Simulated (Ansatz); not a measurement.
## Low-lying states of SO2

Calculated in Ansatz's Gaussian-basis code. State-averaged CASSCF with equal weights; occupations are averaged over the states; levels count from the state that is lowest in CASSCF. Solutions may break the symmetry of the shape. The lowest solution met needn't be the lowest there is, nor hold the orbitals that a chemist would pick.

Geometry:

```xyz
3

S     0.0000    0.0000   -0.3713
O     0.0000    1.2504    0.3713
O     0.0000   -1.2504    0.3713
```

Basis cc-pVDZ, nonrelativistic, 7 orbitals frozen in the corrections; active space CAS(4,3). Averaged: 2 singlets.

CASSCF levels: singlet 0.00, singlet 3.64 eV.

Q: How does SC-NEVPT2 move them?

A: singlet 0.00, singlet 4.31 eV, in the same order of listing. The lowest state stays.
